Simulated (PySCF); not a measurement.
CS2. Atoms are numbered in the order given.

```xyz
3

S      0.0000     0.0000    -1.5527
C      0.0000     0.0000     0.0000
S      0.0000     0.0000     1.5527
```
Charge 0, spin multiplicity 1.

The structure is a stationary point at B3LYP-D3(BJ)/def2-TZVP.

These are CAM-B3LYP/def2-TZVPD in PySCF values and carry that method's errors.

Mulliken values depend strongly on the basis, most of all with diffuse functions as here. ESP charges are fitted to the potential on shells at 1.4 to 2.0 van der Waals radii. Atomic charges (e):

| atom | meta-Löwdin | ESP fit | Mulliken |
|---|---|---|---|
| S1 | [?] | 0.07 | -0.25 |
| C2 | [?] | -0.13 | 0.51 |
| S3 | [?] | 0.07 | -0.25 |

Q: Complete the blanks. (Estimate from the structure and the level; the computed values follow.)

A: 
- S1, meta-Löwdin: 0.07
- C2, meta-Löwdin: -0.15
- S3, meta-Löwdin: 0.07
